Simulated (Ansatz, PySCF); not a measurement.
Potential energy curve for SMILES C=CCl (C2H3Cl). The C2–Cl6 bond (C2 also carries C, H; Cl6 carries nothing else) is varied alone, starting from the PBE0/def2-TZVP optimised geometry.

Computed with: UHF/cc-pVDZ (PySCF); RHF/cc-pVDZ (PySCF); UKS-LDA (SVWN5) = unrestricted LDA (SVWN5)/cc-pVDZ (PySCF); RKS-LDA (SVWN5) = restricted LDA (SVWN5)/cc-pVDZ in PySCF; UKS-TPSSh = unrestricted TPSSh/cc-pVDZ (PySCF 2.14.0); RKS-TPSSh = restricted TPSSh/cc-pVDZ run with PySCF 2.14.0; UKS-B3LYP = unrestricted B3LYP/cc-pVDZ in PySCF 2.14.0; RKS-B3LYP = restricted B3LYP/cc-pVDZ run with PySCF; UKS-PBE = Ansatz (an electronic-structure program) with unrestricted PBE/cc-pVDZ; RKS-PBE = Ansatz with restricted PBE/cc-pVDZ; UKS-B3LYP/6-31G* = unrestricted B3LYP/6-31G*, spherical d (PySCF 2.14.0); RKS-B3LYP/6-31G* = restricted B3LYP/6-31G*, spherical d (PySCF); UKS-M06-2X/6-31G* = PySCF with unrestricted M06-2X/6-31G*, spherical d; RKS-M06-2X/6-31G* = restricted M06-2X/6-31G*, spherical d run with PySCF 2.14.0; UKS-BP86/6-31G* = unrestricted BP86/6-31G*, spherical d (PySCF 2.14.0); RKS-BP86/6-31G* = PySCF 2.14.0 with restricted BP86/6-31G*, spherical d.

Scanned distances (Å): 1.28, 1.39, 1.45, 1.54, 1.62, 1.68, 1.72, 1.76, 1.84, 1.87, 1.99, 2.16, 2.30, 2.58, 2.84, 3.07, 3.45, 3.77, 4.24, 4.60, 5.10, 6.02.

Q: Where does the unrestricted solution first break spin symmetry (<S²> of 0.01 or more)?

A: UHF: already at 1.28 Å; UKS-LDA (SVWN5): at none of the points with a result; UKS-TPSSh: between 2.58 and 2.84 Å; UKS-B3LYP: between 2.58 and 2.84 Å; UKS-PBE: between 2.84 and 3.07 Å; UKS-B3LYP/6-31G*: between 2.58 and 2.84 Å; UKS-M06-2X/6-31G*: between 2.58 and 2.84 Å; UKS-BP86/6-31G*: between 2.84 and 3.07 Å.

```json
[
 {"R / Å": "1.28", "<S²> UHF": "0.03", "E(RHF) − E(UHF) / kJ/mol": "0.1", "<S²> UKS-LDA (SVWN5)": "0.00", "E(RKS-LDA (SVWN5)) − E(UKS-LDA (SVWN5)) / kJ/mol": "0.0", "<S²> UKS-TPSSh": "0.00", "E(RKS-TPSSh) − E(UKS-TPSSh) / kJ/mol": "0.0", "<S²> UKS-B3LYP": "0.00", "E(RKS-B3LYP) − E(UKS-B3LYP) / kJ/mol": "0.0", "<S²> UKS-PBE": "0.00", "E(RKS-PBE) − E(UKS-PBE) / kJ/mol": "0.0", "<S²> UKS-B3LYP/6-31G*": "0.00", "E(RKS-B3LYP/6-31G*) − E(UKS-B3LYP/6-31G*) / kJ/mol": "0.0", "<S²> UKS-M06-2X/6-31G*": "0.00", "E(RKS-M06-2X/6-31G*) − E(UKS-M06-2X/6-31G*) / kJ/mol": "0.0", "<S²> UKS-BP86/6-31G*": "0.00", "E(RKS-BP86/6-31G*) − E(UKS-BP86/6-31G*) / kJ/mol": "0.0"},
 {"R / Å": "1.39", "<S²> UHF": "0.00", "E(RHF) − E(UHF) / kJ/mol": "0.0", "<S²> UKS-LDA (SVWN5)": "0.00", "E(RKS-LDA (SVWN5)) − E(UKS-LDA (SVWN5)) / kJ/mol": "0.0", "<S²> UKS-TPSSh": "0.00", "E(RKS-TPSSh) − E(UKS-TPSSh) / kJ/mol": "0.0", "<S²> UKS-B3LYP": "0.00", "E(RKS-B3LYP) − E(UKS-B3LYP) / kJ/mol": "0.0", "<S²> UKS-PBE": "0.00", "E(RKS-PBE) − E(UKS-PBE) / kJ/mol": "0.0", "<S²> UKS-B3LYP/6-31G*": "0.00", "E(RKS-B3LYP/6-31G*) − E(UKS-B3LYP/6-31G*) / kJ/mol": "0.0", "<S²> UKS-M06-2X/6-31G*": "0.00", "E(RKS-M06-2X/6-31G*) − E(UKS-M06-2X/6-31G*) / kJ/mol": "0.0", "<S²> UKS-BP86/6-31G*": "0.00", "E(RKS-BP86/6-31G*) − E(UKS-BP86/6-31G*) / kJ/mol": "0.0"},
 {"R / Å": "1.45", "<S²> UHF": "0.00", "E(RHF) − E(UHF) / kJ/mol": "0.0", "<S²> UKS-LDA (SVWN5)": "0.00", "E(RKS-LDA (SVWN5)) − E(UKS-LDA (SVWN5)) / kJ/mol": "0.0", "<S²> UKS-TPSSh": "0.00", "E(RKS-TPSSh) − E(UKS-TPSSh) / kJ/mol": "0.0", "<S²> UKS-B3LYP": "0.00", "E(RKS-B3LYP) − E(UKS-B3LYP) / kJ/mol": "0.0", "<S²> UKS-PBE": "0.00", "E(RKS-PBE) − E(UKS-PBE) / kJ/mol": "0.0", "<S²> UKS-B3LYP/6-31G*": "0.00", "E(RKS-B3LYP/6-31G*) − E(UKS-B3LYP/6-31G*) / kJ/mol": "0.0", "<S²> UKS-M06-2X/6-31G*": "0.00", "E(RKS-M06-2X/6-31G*) − E(UKS-M06-2X/6-31G*) / kJ/mol": "0.0", "<S²> UKS-BP86/6-31G*": "0.00", "E(RKS-BP86/6-31G*) − E(UKS-BP86/6-31G*) / kJ/mol": "0.0"},
 {"R / Å": "1.54", "<S²> UHF": "0.00", "E(RHF) − E(UHF) / kJ/mol": "0.0", "<S²> UKS-LDA (SVWN5)": "0.00", "E(RKS-LDA (SVWN5)) − E(UKS-LDA (SVWN5)) / kJ/mol": "0.0", "<S²> UKS-TPSSh": "0.00", "E(RKS-TPSSh) − E(UKS-TPSSh) / kJ/mol": "0.0", "<S²> UKS-B3LYP": "0.00", "E(RKS-B3LYP) − E(UKS-B3LYP) / kJ/mol": "0.0", "<S²> UKS-PBE": "0.00", "E(RKS-PBE) − E(UKS-PBE) / kJ/mol": "0.0", "<S²> UKS-B3LYP/6-31G*": "0.00", "E(RKS-B3LYP/6-31G*) − E(UKS-B3LYP/6-31G*) / kJ/mol": "0.0", "<S²> UKS-M06-2X/6-31G*": "0.00", "E(RKS-M06-2X/6-31G*) − E(UKS-M06-2X/6-31G*) / kJ/mol": "0.0", "<S²> UKS-BP86/6-31G*": "0.00", "E(RKS-BP86/6-31G*) − E(UKS-BP86/6-31G*) / kJ/mol": "0.0"},
 {"R / Å": "1.62", "<S²> UHF": "0.00", "E(RHF) − E(UHF) / kJ/mol": "0.0", "<S²> UKS-LDA (SVWN5)": "0.00", "E(RKS-LDA (SVWN5)) − E(UKS-LDA (SVWN5)) / kJ/mol": "0.0", "<S²> UKS-TPSSh": "0.00", "E(RKS-TPSSh) − E(UKS-TPSSh) / kJ/mol": "0.0", "<S²> UKS-B3LYP": "0.00", "E(RKS-B3LYP) − E(UKS-B3LYP) / kJ/mol": "0.0", "<S²> UKS-PBE": "0.00", "E(RKS-PBE) − E(UKS-PBE) / kJ/mol": "0.0", "<S²> UKS-B3LYP/6-31G*": "0.00", "E(RKS-B3LYP/6-31G*) − E(UKS-B3LYP/6-31G*) / kJ/mol": "0.0", "<S²> UKS-M06-2X/6-31G*": "0.00", "E(RKS-M06-2X/6-31G*) − E(UKS-M06-2X/6-31G*) / kJ/mol": "0.0", "<S²> UKS-BP86/6-31G*": "0.00", "E(RKS-BP86/6-31G*) − E(UKS-BP86/6-31G*) / kJ/mol": "0.0"},
 {"R / Å": "1.68", "<S²> UHF": "0.00", "E(RHF) − E(UHF) / kJ/mol": "0.0", "<S²> UKS-LDA (SVWN5)": "0.00", "E(RKS-LDA (SVWN5)) − E(UKS-LDA (SVWN5)) / kJ/mol": "0.0", "<S²> UKS-TPSSh": "0.00", "E(RKS-TPSSh) − E(UKS-TPSSh) / kJ/mol": "0.0", "<S²> UKS-B3LYP": "0.00", "E(RKS-B3LYP) − E(UKS-B3LYP) / kJ/mol": "0.0", "<S²> UKS-PBE": "0.00", "E(RKS-PBE) − E(UKS-PBE) / kJ/mol": "0.0", "<S²> UKS-B3LYP/6-31G*": "0.00", "E(RKS-B3LYP/6-31G*) − E(UKS-B3LYP/6-31G*) / kJ/mol": "0.0", "<S²> UKS-M06-2X/6-31G*": "0.00", "E(RKS-M06-2X/6-31G*) − E(UKS-M06-2X/6-31G*) / kJ/mol": "0.0", "<S²> UKS-BP86/6-31G*": "0.00", "E(RKS-BP86/6-31G*) − E(UKS-BP86/6-31G*) / kJ/mol": "0.0"},
 {"R / Å": "1.72", "<S²> UHF": "0.00", "E(RHF) − E(UHF) / kJ/mol": "0.0", "<S²> UKS-LDA (SVWN5)": "0.00", "E(RKS-LDA (SVWN5)) − E(UKS-LDA (SVWN5)) / kJ/mol": "0.0", "<S²> UKS-TPSSh": "0.00", "E(RKS-TPSSh) − E(UKS-TPSSh) / kJ/mol": "0.0", "<S²> UKS-B3LYP": "0.00", "E(RKS-B3LYP) − E(UKS-B3LYP) / kJ/mol": "0.0", "<S²> UKS-PBE": "0.00", "E(RKS-PBE) − E(UKS-PBE) / kJ/mol": "0.0", "<S²> UKS-B3LYP/6-31G*": "0.00", "E(RKS-B3LYP/6-31G*) − E(UKS-B3LYP/6-31G*) / kJ/mol": "0.0", "<S²> UKS-M06-2X/6-31G*": "0.00", "E(RKS-M06-2X/6-31G*) − E(UKS-M06-2X/6-31G*) / kJ/mol": "0.0", "<S²> UKS-BP86/6-31G*": "0.00", "E(RKS-BP86/6-31G*) − E(UKS-BP86/6-31G*) / kJ/mol": "0.0"},
 {"R / Å": "1.76", "<S²> UHF": "0.00", "E(RHF) − E(UHF) / kJ/mol": "0.0", "<S²> UKS-LDA (SVWN5)": "0.00", "E(RKS-LDA (SVWN5)) − E(UKS-LDA (SVWN5)) / kJ/mol": "0.0", "<S²> UKS-TPSSh": "0.00", "E(RKS-TPSSh) − E(UKS-TPSSh) / kJ/mol": "0.0", "<S²> UKS-B3LYP": "0.00", "E(RKS-B3LYP) − E(UKS-B3LYP) / kJ/mol": "0.0", "<S²> UKS-PBE": "0.00", "E(RKS-PBE) − E(UKS-PBE) / kJ/mol": "0.0", "<S²> UKS-B3LYP/6-31G*": "0.00", "E(RKS-B3LYP/6-31G*) − E(UKS-B3LYP/6-31G*) / kJ/mol": "0.0", "<S²> UKS-M06-2X/6-31G*": "0.00", "E(RKS-M06-2X/6-31G*) − E(UKS-M06-2X/6-31G*) / kJ/mol": "0.0", "<S²> UKS-BP86/6-31G*": "0.00", "E(RKS-BP86/6-31G*) − E(UKS-BP86/6-31G*) / kJ/mol": "0.0"},
 {"R / Å": "1.84", "<S²> UHF": "0.00", "E(RHF) − E(UHF) / kJ/mol": "0.0", "<S²> UKS-LDA (SVWN5)": "0.00", "E(RKS-LDA (SVWN5)) − E(UKS-LDA (SVWN5)) / kJ/mol": "0.0", "<S²> UKS-TPSSh": "0.00", "E(RKS-TPSSh) − E(UKS-TPSSh) / kJ/mol": "0.0", "<S²> UKS-B3LYP": "0.00", "E(RKS-B3LYP) − E(UKS-B3LYP) / kJ/mol": "0.0", "<S²> UKS-PBE": "0.00", "E(RKS-PBE) − E(UKS-PBE) / kJ/mol": "0.0", "<S²> UKS-B3LYP/6-31G*": "0.00", "E(RKS-B3LYP/6-31G*) − E(UKS-B3LYP/6-31G*) / kJ/mol": "0.0", "<S²> UKS-M06-2X/6-31G*": "0.00", "E(RKS-M06-2X/6-31G*) − E(UKS-M06-2X/6-31G*) / kJ/mol": "0.0", "<S²> UKS-BP86/6-31G*": "0.00", "E(RKS-BP86/6-31G*) − E(UKS-BP86/6-31G*) / kJ/mol": "0.0"},
 {"R / Å": "1.87", "<S²> UHF": "0.00", "E(RHF) − E(UHF) / kJ/mol": "0.0", "<S²> UKS-LDA (SVWN5)": "0.00", "E(RKS-LDA (SVWN5)) − E(UKS-LDA (SVWN5)) / kJ/mol": "0.0", "<S²> UKS-TPSSh": "0.00", "E(RKS-TPSSh) − E(UKS-TPSSh) / kJ/mol": "0.0", "<S²> UKS-B3LYP": "0.00", "E(RKS-B3LYP) − E(UKS-B3LYP) / kJ/mol": "0.0", "<S²> UKS-PBE": "0.00", "E(RKS-PBE) − E(UKS-PBE) / kJ/mol": "0.0", "<S²> UKS-B3LYP/6-31G*": "0.00", "E(RKS-B3LYP/6-31G*) − E(UKS-B3LYP/6-31G*) / kJ/mol": "0.0", "<S²> UKS-M06-2X/6-31G*": "0.00", "E(RKS-M06-2X/6-31G*) − E(UKS-M06-2X/6-31G*) / kJ/mol": "0.0", "<S²> UKS-BP86/6-31G*": "0.00", "E(RKS-BP86/6-31G*) − E(UKS-BP86/6-31G*) / kJ/mol": "0.0"},
 {"R / Å": "1.99", "<S²> UHF": "0.00", "E(RHF) − E(UHF) / kJ/mol": "0.0", "<S²> UKS-LDA (SVWN5)": "0.00", "E(RKS-LDA (SVWN5)) − E(UKS-LDA (SVWN5)) / kJ/mol": "0.0", "<S²> UKS-TPSSh": "0.00", "E(RKS-TPSSh) − E(UKS-TPSSh) / kJ/mol": "0.0", "<S²> UKS-B3LYP": "0.00", "E(RKS-B3LYP) − E(UKS-B3LYP) / kJ/mol": "0.0", "<S²> UKS-PBE": "0.00", "E(RKS-PBE) − E(UKS-PBE) / kJ/mol": "0.0", "<S²> UKS-B3LYP/6-31G*": "0.00", "E(RKS-B3LYP/6-31G*) − E(UKS-B3LYP/6-31G*) / kJ/mol": "0.0", "<S²> UKS-M06-2X/6-31G*": "0.00", "E(RKS-M06-2X/6-31G*) − E(UKS-M06-2X/6-31G*) / kJ/mol": "0.0", "<S²> UKS-BP86/6-31G*": "0.00", "E(RKS-BP86/6-31G*) − E(UKS-BP86/6-31G*) / kJ/mol": "0.0"},
 {"R / Å": "2.16", "<S²> UHF": "0.09", "E(RHF) − E(UHF) / kJ/mol": "0.4", "<S²> UKS-LDA (SVWN5)": "0.00", "E(RKS-LDA (SVWN5)) − E(UKS-LDA (SVWN5)) / kJ/mol": "0.0", "<S²> UKS-TPSSh": "0.00", "E(RKS-TPSSh) − E(UKS-TPSSh) / kJ/mol": "0.0", "<S²> UKS-B3LYP": "0.00", "E(RKS-B3LYP) − E(UKS-B3LYP) / kJ/mol": "0.0", "<S²> UKS-PBE": "0.00", "E(RKS-PBE) − E(UKS-PBE) / kJ/mol": "0.0", "<S²> UKS-B3LYP/6-31G*": "0.00", "E(RKS-B3LYP/6-31G*) − E(UKS-B3LYP/6-31G*) / kJ/mol": "0.0", "<S²> UKS-M06-2X/6-31G*": "0.00", "E(RKS-M06-2X/6-31G*) − E(UKS-M06-2X/6-31G*) / kJ/mol": "0.0", "<S²> UKS-BP86/6-31G*": "0.00", "E(RKS-BP86/6-31G*) − E(UKS-BP86/6-31G*) / kJ/mol": "0.0"},
 {"R / Å": "2.30", "<S²> UHF": "0.46", "E(RHF) − E(UHF) / kJ/mol": "10.7", "<S²> UKS-LDA (SVWN5)": "0.00", "E(RKS-LDA (SVWN5)) − E(UKS-LDA (SVWN5)) / kJ/mol": "0.0", "<S²> UKS-TPSSh": "0.00", "E(RKS-TPSSh) − E(UKS-TPSSh) / kJ/mol": "0.0", "<S²> UKS-B3LYP": "0.00", "E(RKS-B3LYP) − E(UKS-B3LYP) / kJ/mol": "0.0", "<S²> UKS-PBE": "0.00", "E(RKS-PBE) − E(UKS-PBE) / kJ/mol": "0.0", "<S²> UKS-B3LYP/6-31G*": "0.00", "E(RKS-B3LYP/6-31G*) − E(UKS-B3LYP/6-31G*) / kJ/mol": "0.0", "<S²> UKS-M06-2X/6-31G*": "0.00", "E(RKS-M06-2X/6-31G*) − E(UKS-M06-2X/6-31G*) / kJ/mol": "0.0", "<S²> UKS-BP86/6-31G*": "0.00", "E(RKS-BP86/6-31G*) − E(UKS-BP86/6-31G*) / kJ/mol": "0.0"},
 {"R / Å": "2.58", "<S²> UHF": "0.92", "E(RHF) − E(UHF) / kJ/mol": "71.9", "<S²> UKS-LDA (SVWN5)": "0.00", "E(RKS-LDA (SVWN5)) − E(UKS-LDA (SVWN5)) / kJ/mol": "0.0", "<S²> UKS-TPSSh": "0.00", "E(RKS-TPSSh) − E(UKS-TPSSh) / kJ/mol": "0.0", "<S²> UKS-B3LYP": "0.00", "E(RKS-B3LYP) − E(UKS-B3LYP) / kJ/mol": "0.0", "<S²> UKS-PBE": "0.00", "E(RKS-PBE) − E(UKS-PBE) / kJ/mol": "0.0", "<S²> UKS-B3LYP/6-31G*": "0.00", "E(RKS-B3LYP/6-31G*) − E(UKS-B3LYP/6-31G*) / kJ/mol": "0.0", "<S²> UKS-M06-2X/6-31G*": "0.00", "E(RKS-M06-2X/6-31G*) − E(UKS-M06-2X/6-31G*) / kJ/mol": "0.0", "<S²> UKS-BP86/6-31G*": "0.00", "E(RKS-BP86/6-31G*) − E(UKS-BP86/6-31G*) / kJ/mol": "0.0"},
 {"R / Å": "2.84", "<S²> UHF": "1.10", "E(RHF) − E(UHF) / kJ/mol": "142.0", "<S²> UKS-LDA (SVWN5)": "0.00", "E(RKS-LDA (SVWN5)) − E(UKS-LDA (SVWN5)) / kJ/mol": "0.0", "<S²> UKS-TPSSh": "0.32", "E(RKS-TPSSh) − E(UKS-TPSSh) / kJ/mol": "5.7", "<S²> UKS-B3LYP": "0.33", "E(RKS-B3LYP) − E(UKS-B3LYP) / kJ/mol": "6.3", "<S²> UKS-PBE": "0.00", "E(RKS-PBE) − E(UKS-PBE) / kJ/mol": "0.0", "<S²> UKS-B3LYP/6-31G*": "0.31", "E(RKS-B3LYP/6-31G*) − E(UKS-B3LYP/6-31G*) / kJ/mol": "5.8", "<S²> UKS-M06-2X/6-31G*": "0.51", "E(RKS-M06-2X/6-31G*) − E(UKS-M06-2X/6-31G*) / kJ/mol": "15.8", "<S²> UKS-BP86/6-31G*": "0.00", "E(RKS-BP86/6-31G*) − E(UKS-BP86/6-31G*) / kJ/mol": "0.0"},
 {"R / Å": "3.07", "<S²> UHF": "1.17", "E(RHF) − E(UHF) / kJ/mol": "200.8", "<S²> UKS-LDA (SVWN5)": "0.00", "E(RKS-LDA (SVWN5)) − E(UKS-LDA (SVWN5)) / kJ/mol": "0.0", "<S²> UKS-TPSSh": "0.57", "E(RKS-TPSSh) − E(UKS-TPSSh) / kJ/mol": "22.5", "<S²> UKS-B3LYP": "0.57", "E(RKS-B3LYP) − E(UKS-B3LYP) / kJ/mol": "23.7", "<S²> UKS-PBE": "0.32", "E(RKS-PBE) − E(UKS-PBE) / kJ/mol": "4.2", "<S²> UKS-B3LYP/6-31G*": "0.56", "E(RKS-B3LYP/6-31G*) − E(UKS-B3LYP/6-31G*) / kJ/mol": "22.5", "<S²> UKS-M06-2X/6-31G*": "0.74", "E(RKS-M06-2X/6-31G*) − E(UKS-M06-2X/6-31G*) / kJ/mol": "46.6", "<S²> UKS-BP86/6-31G*": "0.29", "E(RKS-BP86/6-31G*) − E(UKS-BP86/6-31G*) / kJ/mol": "3.4"},
 {"R / Å": "3.45", "<S²> UHF": "1.21", "E(RHF) − E(UHF) / kJ/mol": "283.4", "<S²> UKS-LDA (SVWN5)": "0.48", "E(RKS-LDA (SVWN5)) − E(UKS-LDA (SVWN5)) / kJ/mol": "—", "<S²> UKS-TPSSh": "0.77", "E(RKS-TPSSh) − E(UKS-TPSSh) / kJ/mol": "53.6", "<S²> UKS-B3LYP": "0.78", "E(RKS-B3LYP) − E(UKS-B3LYP) / kJ/mol": "55.8", "<S²> UKS-PBE": "0.63", "E(RKS-PBE) − E(UKS-PBE) / kJ/mol": "23.0", "<S²> UKS-B3LYP/6-31G*": "0.76", "E(RKS-B3LYP/6-31G*) − E(UKS-B3LYP/6-31G*) / kJ/mol": "53.7", "<S²> UKS-M06-2X/6-31G*": "0.90", "E(RKS-M06-2X/6-31G*) − E(UKS-M06-2X/6-31G*) / kJ/mol": "96.0", "<S²> UKS-BP86/6-31G*": "0.60", "E(RKS-BP86/6-31G*) − E(UKS-BP86/6-31G*) / kJ/mol": "21.0"},
 {"R / Å": "3.77", "<S²> UHF": "1.22", "E(RHF) − E(UHF) / kJ/mol": "338.7", "<S²> UKS-LDA (SVWN5)": "0.65", "E(RKS-LDA (SVWN5)) − E(UKS-LDA (SVWN5)) / kJ/mol": "—", "<S²> UKS-TPSSh": "0.86", "E(RKS-TPSSh) − E(UKS-TPSSh) / kJ/mol": "75.3", "<S²> UKS-B3LYP": "0.86", "E(RKS-B3LYP) − E(UKS-B3LYP) / kJ/mol": "78.9", "<S²> UKS-PBE": "0.74", "E(RKS-PBE) − E(UKS-PBE) / kJ/mol": "38.1", "<S²> UKS-B3LYP/6-31G*": "0.85", "E(RKS-B3LYP/6-31G*) − E(UKS-B3LYP/6-31G*) / kJ/mol": "76.0", "<S²> UKS-M06-2X/6-31G*": "0.97", "E(RKS-M06-2X/6-31G*) − E(UKS-M06-2X/6-31G*) / kJ/mol": "128.9", "<S²> UKS-BP86/6-31G*": "0.72", "E(RKS-BP86/6-31G*) − E(UKS-BP86/6-31G*) / kJ/mol": "—"},
 {"R / Å": "4.24", "<S²> UHF": "1.23", "E(RHF) − E(UHF) / kJ/mol": "399.7", "<S²> UKS-LDA (SVWN5)": "0.76", "E(RKS-LDA (SVWN5)) − E(UKS-LDA (SVWN5)) / kJ/mol": "—", "<S²> UKS-TPSSh": "0.92", "E(RKS-TPSSh) − E(UKS-TPSSh) / kJ/mol": "97.5", "<S²> UKS-B3LYP": "0.93", "E(RKS-B3LYP) − E(UKS-B3LYP) / kJ/mol": "104.0", "<S²> UKS-PBE": "0.82", "E(RKS-PBE) − E(UKS-PBE) / kJ/mol": "53.9", "<S²> UKS-B3LYP/6-31G*": "0.92", "E(RKS-B3LYP/6-31G*) − E(UKS-B3LYP/6-31G*) / kJ/mol": "100.2", "<S²> UKS-M06-2X/6-31G*": "1.01", "E(RKS-M06-2X/6-31G*) − E(UKS-M06-2X/6-31G*) / kJ/mol": "165.2", "<S²> UKS-BP86/6-31G*": "0.79", "E(RKS-BP86/6-31G*) − E(UKS-BP86/6-31G*) / kJ/mol": "—"},
 {"R / Å": "4.60", "<S²> UHF": "1.23", "E(RHF) − E(UHF) / kJ/mol": "433.1", "<S²> UKS-LDA (SVWN5)": "0.80", "E(RKS-LDA (SVWN5)) − E(UKS-LDA (SVWN5)) / kJ/mol": "—", "<S²> UKS-TPSSh": "0.95", "E(RKS-TPSSh) − E(UKS-TPSSh) / kJ/mol": "108.3", "<S²> UKS-B3LYP": "0.96", "E(RKS-B3LYP) − E(UKS-B3LYP) / kJ/mol": "117.2", "<S²> UKS-PBE": "0.84", "E(RKS-PBE) − E(UKS-PBE) / kJ/mol": "61.5", "<S²> UKS-B3LYP/6-31G*": "0.95", "E(RKS-B3LYP/6-31G*) − E(UKS-B3LYP/6-31G*) / kJ/mol": "112.8", "<S²> UKS-M06-2X/6-31G*": "1.01", "E(RKS-M06-2X/6-31G*) − E(UKS-M06-2X/6-31G*) / kJ/mol": "185.6", "<S²> UKS-BP86/6-31G*": "0.82", "E(RKS-BP86/6-31G*) − E(UKS-BP86/6-31G*) / kJ/mol": "—"},
 {"R / Å": "5.10", "<S²> UHF": "1.23", "E(RHF) − E(UHF) / kJ/mol": "465.6", "<S²> UKS-LDA (SVWN5)": "0.82", "E(RKS-LDA (SVWN5)) − E(UKS-LDA (SVWN5)) / kJ/mol": "—", "<S²> UKS-TPSSh": "0.97", "E(RKS-TPSSh) − E(UKS-TPSSh) / kJ/mol": "117.7", "<S²> UKS-B3LYP": "0.99", "E(RKS-B3LYP) − E(UKS-B3LYP) / kJ/mol": "129.1", "<S²> UKS-PBE": "0.86", "E(RKS-PBE) − E(UKS-PBE) / kJ/mol": "67.8", "<S²> UKS-B3LYP/6-31G*": "0.97", "E(RKS-B3LYP/6-31G*) − E(UKS-B3LYP/6-31G*) / kJ/mol": "124.2", "<S²> UKS-M06-2X/6-31G*": "1.02", "E(RKS-M06-2X/6-31G*) − E(UKS-M06-2X/6-31G*) / kJ/mol": "205.1", "<S²> UKS-BP86/6-31G*": "0.84", "E(RKS-BP86/6-31G*) − E(UKS-BP86/6-31G*) / kJ/mol": "—"},
 {"R / Å": "6.02", "<S²> UHF": "1.23", "E(RHF) − E(UHF) / kJ/mol": "500.6", "<S²> UKS-LDA (SVWN5)": "0.84", "E(RKS-LDA (SVWN5)) − E(UKS-LDA (SVWN5)) / kJ/mol": "—", "<S²> UKS-TPSSh": "0.98", "E(RKS-TPSSh) − E(UKS-TPSSh) / kJ/mol": "125.9", "<S²> UKS-B3LYP": "1.01", "E(RKS-B3LYP) − E(UKS-B3LYP) / kJ/mol": "140.2", "<S²> UKS-PBE": "0.88", "E(RKS-PBE) − E(UKS-PBE) / kJ/mol": "72.5", "<S²> UKS-B3LYP/6-31G*": "0.03", "E(RKS-B3LYP/6-31G*) − E(UKS-B3LYP/6-31G*) / kJ/mol": "—", "<S²> UKS-M06-2X/6-31G*": "1.02", "E(RKS-M06-2X/6-31G*) − E(UKS-M06-2X/6-31G*) / kJ/mol": "225.5", "<S²> UKS-BP86/6-31G*": "0.86", "E(RKS-BP86/6-31G*) − E(UKS-BP86/6-31G*) / kJ/mol": "—"}
]
```

A dash means that the run gave no value there, or that the column was ended at a point which the program doubted or which failed a test of continuity chosen for this set; such a test can also cut sound points.
